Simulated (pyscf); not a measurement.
cyclic H₈Si₅ (SMILES [Si]1[SiH2][SiH2][SiH2][SiH2]1) [singlet] + H₂ -> cyclic H₁₀Si₅ (SMILES [SiH2]1[SiH2][SiH2][SiH2][SiH2]1) (multi-bond step; singlet surface; H–Si, H–H broken, H–Si, H–Si, H–Si formed). Structures and frequencies: ωB97X-D3(BJ)/def2-SVP in PySCF. Energies in kcal/mol from the separated reactants.

| level | barrier | reaction energy |
|---|---|---|
| PBE/def2-TZVP | 13.0 | -52.1 |
| r²SCAN/def2-TZVP | (withheld) | -56.6 |
| B3LYP-D3(BJ)/def2-TZVP | 19.9 | -53.9 |
| PBE0-D3(BJ)/def2-TZVP | (withheld) | (withheld) |
| M06-2X/def2-TZVP | 21.1 | -53.1 |
| HF/def2-TZVP | 37.6 | -59.4 |

Problem. Complete the blanks.

Solution. 
- r²SCAN/def2-TZVP, barrier: 13.9
- PBE0-D3(BJ)/def2-TZVP, barrier: 14.2
- PBE0-D3(BJ)/def2-TZVP, reaction energy: -56.7

The functionals in the table span 8.1 kcal/mol in this barrier, from PBE to M06-2X. At the saddle there is also a short H–Si contact that neither side keeps. cyclic H₈Si₅ (SMILES [Si]1[SiH2][SiH2][SiH2][SiH2]1) [singlet] lies 8.2 kcal/mol over its isomer cyclic H₈Si₅ (SMILES [SiH]1=[SiH][SiH2][SiH2][SiH2]1), and others may lie lower still (electronic energy, ωB97M-D3(BJ)). This is the saddle that the search found; another between the same sides may lie lower.
